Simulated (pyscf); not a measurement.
boron trifluoride (F–B(F)–F) + ethylene (H₂C=CH₂) → F–CH₂–CH₂–B(F)–F (addition across a multiple bond or ene-type step; singlet surface; B–F broken, C–F, B–C formed). PySCF, gas phase, ωB97X-D3(BJ)/def2-SVP geometries. Energies in kcal/mol from the separated reactants.

| level | barrier | reaction energy |
|---|---|---|
| ωB97X-D3(BJ)/def2-TZVP | 30.9 | +10.0 |
| PBE/def2-TZVP | (withheld) | +11.9 |
| r²SCAN/def2-TZVP | 28.4 | +12.4 |
| B3LYP-D3(BJ)/def2-TZVP | (withheld) | (withheld) |
| M06-2X/def2-TZVP | 34.7 | +14.4 |
| HF/def2-TZVP | 48.1 | +20.7 |

### Question
Some entries are withheld; supply them.

### Answer

- PBE/def2-TZVP, barrier: 27.9
- B3LYP-D3(BJ)/def2-TZVP, barrier: 33.9
- B3LYP-D3(BJ)/def2-TZVP, reaction energy: +14.9

The functionals in the table span 6.8 kcal/mol in this barrier, from PBE to M06-2X. This is the saddle that the search found; another between the same sides may lie lower.
